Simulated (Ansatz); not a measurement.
C5H9N (`[C-]#[N+]C(C)(C)C`), relaxed with RKS PBE-D4/def2-SVP in Ansatz 0.2.0 from a rough embedded geometry. The force threshold is 0.03 eV/Å; the program also tests the step.

Total charge 0; spin multiplicity 1.

Start:

```xyz
15

C     1.208   -2.230    1.090
N     0.700   -1.289    0.633
C     0.082   -0.151    0.074
C    -0.725    0.543    1.176
C    -0.836   -0.613   -1.061
C     1.180    0.775   -0.459
H    -1.485   -0.129    1.569
H    -1.213    1.428    0.776
H    -0.072    0.840    1.994
H    -1.597   -1.293   -0.681
H    -1.327    0.245   -1.513
H    -0.262   -1.132   -1.826
H     1.845    1.078    0.347
H     0.734    1.663   -0.899
H     1.769    0.265   -1.219
```

```csv
step,energy (eV),largest force (eV/Å),largest move (Å)
1,-6806.8461,2.073,0.000
2,-6806.9487,0.289,0.045
3,-6806.9564,0.114,0.009
4,-6806.9567,0.052,0.002
5,-6806.9568,0.005,0.002
```

End:

```xyz
15

C     1.231   -2.275    1.112
N     0.713   -1.315    0.645
C     0.083   -0.152    0.075
C    -0.730    0.547    1.182
C    -0.841   -0.617   -1.068
C     1.186    0.780   -0.462
H    -1.507   -0.131    1.586
H    -1.227    1.447    0.771
H    -0.070    0.858    2.016
H    -1.619   -1.307   -0.687
H    -1.341    0.260   -1.526
H    -0.262   -1.142   -1.852
H     1.866    1.094    0.354
H     0.729    1.685   -0.908
H     1.787    0.269   -1.240
```

It took 15 s on 2 threads of an AMD EPYC 7R13 on a shared host, with 0.18 GiB of host memory at the peak.
